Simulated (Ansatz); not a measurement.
Gas-phase electronic energies from Ansatz, PBE0-D4/def2-TZVP geometries. CCSD(T)/CBS adds triple-zeta CCSD(T) − MP2 to the extrapolated MP2 energy (def2 sets, frozen cores). DFT in def2-TZVPP. HSE06 is defined as in plane-wave codes. Each species was taken in one conformer, which may not be the lowest.

Consider the isomerisation: `COCC=S` → `SC1COC1`.

| level | ΔE (kJ/mol) | difference from CCSD(T)/CBS |
| --- | --- | --- |
| PBE0-D4 | -11.4 | -14.8 |
| r2SCAN0-D4 | -5.6 | -9.0 |
| ωB97X-V | -12.6 | -16.0 |
| ωB97M-V | -4.0 | -7.4 |
| PBE | -0.8 | -4.2 |
| revPBE | 3.4 | 0.0 |
| BLYP | 25.2 | 21.8 |
| r2SCAN | 2.7 | -0.7 |
| HSE06 | -10.0 | -13.4 |
| HF/def2-SVP | 11.7 | 8.3 |
| CCSD/def2-SVP | 9.4 | 6.0 |
| SCS-MP2/def2-TZVPP | 2.3 | -1.1 |
| CCSD/def2-TZVPP | 1.3 | -2.1 |
| CCSD(T)/def2-TZVPP | 4.8 | 1.4 |
| HF/def2-QZVPP | 10.6 | 7.2 |
| HF/CBS(def2) | 10.6 | 7.2 |
| CCSD(T)/CBS | 3.4 | 0 |

(1) What do rigid-rotor, harmonic-oscillator terms from PBE0-D4/def2-TZVP frequencies (298.15 K, 1 bar) make of the CCSD(T)/CBS value? (Estimate.)

Largest T1 diagnostic among the species: 0.014.

## Answers

(1) The calculation gave: ΔZPE = -1.2 kJ/mol, ΔH = +0.5 kJ/mol, ΔS = -15 J/(mol·K), ΔG = +5.2 kJ/mol.

From PBE to PBE0 (25 % exact exchange), in def2-TZVPP and without D4, ΔE moves by −9.4 kJ/mol. In def2-TZVPP, CCSD(T) changes the Hartree–Fock value by −5.6 kJ/mol (the triples alone add +3.4 kJ/mol) and MP2 by −10.2 kJ/mol.
